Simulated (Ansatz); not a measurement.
Basis-set series for `COCC=S`. Total charge 0; spin multiplicity 1. Geometry: relaxed with PBE0-D4/def2-TZVP. It is one conformer, not always the lowest.

```json
{"functional": "PBE0-D4", "basis": "def2-SVP", "functions": "104", "energy (Eh)": "-590.67046", "HOMO (eV)": "-6.46", "LUMO (eV)": "-2.22"}
{"functional": "PBE0-D4", "basis": "def2-QZVPP", "functions": "478", "energy (Eh)": "-591.05042", "HOMO (eV)": "-6.65", "LUMO (eV)": "-2.42"}
{"functional": "ωB97M-V", "basis": "def2-SVP", "functions": "104", "energy (Eh)": "-590.91572", "HOMO (eV)": "-8.66", "LUMO (eV)": "0.05"}
{"functional": "ωB97M-V", "basis": "def2-QZVPP", "functions": "478", "energy (Eh)": "-591.30341", "HOMO (eV)": "-8.88", "LUMO (eV)": "-0.26"}
```

Task: Give the rows for def2-TZVPP. (An estimate is asked.)

Result: Ansatz gave: 
| functional | basis | functions | energy (Eh) | HOMO (eV) | LUMO (eV) |
| --- | --- | --- | --- | --- | --- |
| PBE0-D4 | def2-TZVPP | 250 | -591.02752 | -6.61 | -2.37 |
| ωB97M-V | def2-TZVPP | 250 | -591.28131 | -8.83 | -0.18 |
